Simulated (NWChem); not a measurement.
# BCl2 (SMILES Cl[B]Cl) at 3 levels

Wanted: a comparison of 3 runs (UTPSS/def2-TZVP, U-revPBE/def2-TZVP, USVWN5/def2-TZVP) of BCl2. 

Program for the calculation: NWChem 7.3.0.

## 1. Starting point

The species is BCl2 (3 atoms), meant as a doublet with charge 0. SMILES: `Cl[B]Cl`. The shape is that of a PBE0-D4/def2-TZVP optimisation.

Bond lengths: Cl1–B2 1.720 Å, B2–Cl3 1.720 Å. Angles: Cl1–B2–Cl3 125.4°.

## 2. Energy and gradient at UTPSS/def2-TZVP (run 1)

Contents of run.nw:

```
start run
title "BCl2 gradient"
memory 2200 mb
geometry noautosym nocenter noautoz
   Cl       0.371500      -1.525600       0.030000
   B       -0.463900      -0.050300      -0.256900
   Cl       0.081500       1.511100       0.213700
end
basis spherical bse
   * library def2-TZVP
end
dft
   xc xtpss03 ctpss03
   mult 2
   grid fine
   convergence energy 1e-08
   iterations 100
   mulliken
   print low
end
task dft gradient
```

On the command line:

```console
$ nwchem run.nw > run.out
```

Standard output:

```text
[...]
 d= 0,ls=0.0,diis     1   -945.2671315221 -1.05D+03  7.86D-03  2.33D-01     2.8
[...]
 d= 0,ls=0.0,diis    11   -945.3361016561 -5.34D-09  1.30D-07  2.05D-10    26.3
[...]
         Total DFT energy =     -945.336101656131
      One electron energy =    -1507.171680926772
           Coulomb energy =      520.094450341160
    Exchange-Corr. energy =      -60.617956946421
 Nuclear repulsion energy =      102.359085875901
[...]
      Total Density - Mulliken Population Analysis
     ---------------------------------------------
    Atom       Charge   Shell Charges
 -----------   ------   -------------------------------------------------------
    1 Cl  17    17.06   2.01  0.43  1.52  1.14  0.81  4.19  1.67  1.14  2.82  1.29  0.01  0.03  0.00
    2 B    5     4.88   0.92  1.06  0.54  0.50  0.08  0.84  0.67  0.10  0.05  0.10  0.02
    3 Cl  17    17.06   2.01  0.43  1.52  1.14  0.81  4.19  1.67  1.14  2.82  1.29  0.01  0.03  0.00
[...]
      <S2> =      0.7537 (Exact =     0.7500)
                         DFT ENERGY GRADIENTS
    atom               coordinates                        gradient
                 x          y          z           x          y          z
   1 Cl      0.702033  -2.882966   0.056692   -0.003153   0.006074  -0.001026
   2 B      -0.876644  -0.095053  -0.485471    0.005109   0.000299   0.002801
   3 Cl      0.154013   2.855565   0.403834   -0.001956  -0.006373  -0.001774
 Task  times  cpu:       33.8s     wall:       33.8s
 Total times  cpu:       33.8s     wall:       33.8s
```

It took 35 s on 1 thread of Intel Xeon Platinum 8488C (Sapphire Rapids), shared host; peak memory 0.12 GiB.

## 3. Energy and gradient at U-revPBE/def2-TZVP (run 2)

Contents of run.xyz:

```xyz
3
BCl2
Cl     0.371500    -1.525600     0.030000
B     -0.463900    -0.050300    -0.256900
Cl     0.081500     1.511100     0.213700
```

Contents of run.py:

```python
from ase.io import read
from ase.calculators.nwchem import NWChem

molecule = read('run.xyz')

calc = NWChem(
    label='run',
    theory='dft',
    memory='2200 mb',
    basis='def2-TZVP',
    basispar='spherical bse',
    dft={'xc': 'revpbe cpbe96', 'mult': '2', 'grid': 'fine', 'convergence': 'energy 1e-08', 'iterations': '100', 'mulliken': None},
)
molecule.calc = calc

forces = molecule.get_forces()
e = molecule.get_potential_energy()
print(f"E = {e:.6f} eV")
print("forces (eV/A):")
for s, f in zip(molecule.symbols, forces):
    print(f"{s:2s} {f[0]:10.5f} {f[1]:10.5f} {f[2]:10.5f}")
```

On the command line:

```console
$ export ASE_NWCHEM_COMMAND="nwchem PREFIX.nwi > PREFIX.nwo"
$ python run.py
```

Standard output:

```text
E = -25717.886598 eV
forces (eV/A):
Cl    0.19623   -0.42372    0.05872
B    -0.30930   -0.01825   -0.16954
Cl    0.11308    0.44197    0.11081
```

The calculator wrote run.nwi:

```
title "run"

permanent_dir run

scratch_dir run

start run

geometry units angstrom nocenter noautosym noautoz
  Cl 3.7150000000000000e-01 -1.5256000000000001e+00 2.9999999999999999e-02
  B  -4.6389999999999998e-01 -5.0299999999999997e-02 -2.5690000000000002e-01
  Cl 8.1500000000000003e-02 1.5111000000000001e+00 2.1370000000000000e-01
end

memory 2200 mb

basis spherical bse noprint
   * library def2-TZVP
end

dft
  xc revpbe cpbe96
  mult 2
  grid fine
  convergence energy 1e-08
  iterations 100
  mulliken
end

task dft gradient
```

run.nwo, cut to the lines that bear on the results:

```text
[...]
      One electron energy =    -1507.120828316429
[... 2 lines left out ...]
 Nuclear repulsion energy =      102.359085875901
[... 1622 lines left out ...]
          Convergence on energy requested:  1.00D-08
[... 20 lines left out ...]
          Spatial weights used:  Erf1
[...]
  wavefunction    = open shell
                         DFT ENERGY GRADIENTS
    atom               coordinates                        gradient
                 x          y          z           x          y          z
   1 Cl      0.702033  -2.882966   0.056692   -0.003816   0.008240  -0.001142
   2 B      -0.876644  -0.095053  -0.485471    0.006015   0.000355   0.003297
   3 Cl      0.154013   2.855565   0.403834   -0.002199  -0.008595  -0.002155
[...]
```

Wall time 29 s (1 thread of Intel Xeon Platinum 8488C (Sapphire Rapids), shared host); peak memory 0.13 GiB.

## 4. Energy and forces at USVWN5/def2-TZVP (run 3)

Contents of run.py:

```python
from ase import Atoms
from ase.calculators.nwchem import NWChem

molecule = Atoms('ClBCl', positions=[
    [0.371500, -1.525600, 0.030000],
    [-0.463900, -0.050300, -0.256900],
    [0.081500, 1.511100, 0.213700],
])

calc = NWChem(
    label='run',
    theory='dft',
    memory='2200 mb',
    basis='def2-TZVP',
    basispar='spherical bse',
    dft={'xc': 'slater vwn_5', 'mult': '2', 'grid': 'fine', 'convergence': 'energy 1e-08', 'iterations': '100', 'mulliken': None},
)
molecule.calc = calc

forces = molecule.get_forces()
print("Total energy (eV):", round(molecule.get_potential_energy(), 6))
print("forces (eV/A):")
for s, f in zip(molecule.symbols, forces):
    print(f"{s:2s} {f[0]:10.5f} {f[1]:10.5f} {f[2]:10.5f}")
```

On the command line:

```console
$ export ASE_NWCHEM_COMMAND="nwchem PREFIX.nwi > PREFIX.nwo"
$ python run.py
```

Standard output:

```text
Total energy (eV): -25634.396491
forces (eV/A):
Cl   -0.09199    0.19983   -0.02741
B     0.14532    0.01003    0.07981
Cl   -0.05332   -0.20985   -0.05240
```

The calculator wrote run.nwi:

```
title "run"

permanent_dir run

scratch_dir run

start run

geometry units angstrom nocenter noautosym noautoz
  Cl 3.7150000000000000e-01 -1.5256000000000001e+00 2.9999999999999999e-02
  B  -4.6389999999999998e-01 -5.0299999999999997e-02 -2.5690000000000002e-01
  Cl 8.1500000000000003e-02 1.5111000000000001e+00 2.1370000000000000e-01
end

memory 2200 mb

basis spherical bse noprint
   * library def2-TZVP
end

dft
  xc slater vwn_5
  mult 2
  grid fine
  convergence energy 1e-08
  iterations 100
  mulliken
end

task dft gradient
```

run.nwo, cut to the lines that bear on the results:

```text
[...]
      One electron energy =    -1506.777824786558
[... 2 lines left out ...]
 Nuclear repulsion energy =      102.359085875901
[... 1622 lines left out ...]
          Convergence on energy requested:  1.00D-08
[... 19 lines left out ...]
          Spatial weights used:  Erf1
[...]
  wavefunction    = open shell
                         DFT ENERGY GRADIENTS
    atom               coordinates                        gradient
                 x          y          z           x          y          z
   1 Cl      0.702033  -2.882966   0.056692    0.001789  -0.003886   0.000533
   2 B      -0.876644  -0.095053  -0.485471   -0.002826  -0.000195  -0.001552
   3 Cl      0.154013   2.855565   0.403834    0.001037   0.004081   0.001019
[...]
```

It took 21 s on 1 thread of Intel Xeon Platinum 8488C (Sapphire Rapids), shared host; peak memory 0.12 GiB.

## 5. All runs side by side

```csv
run,level,energy (Eh),⟨S²⟩,largest force (eV/Å),wall time
1,UTPSS/def2-TZVP,-945.336102,0.754,0.356,35 s
2,U-revPBE/def2-TZVP,-945.114908,0.753,0.471,29 s
3,USVWN5/def2-TZVP,-942.046703,0.752,0.223,21 s
```

## 6. What came out

| quantity | value |
| --- | --- |
| run 3: total energy | -942.04670 Eh |
| run 3: dipole moment | 0.50 D |
| run 3: HOMO energy (highest over α and β) | -5.06 eV |
| run 3: LUMO energy (lowest over α and β) | -3.45 eV |
| run 3: ⟨S²⟩ | 0.752 |
| run 3: largest force on an atom | 0.223 eV/Å |

Totals of different functionals can't be ranked against each other. All runs together took 85 s, the longest 35 s.
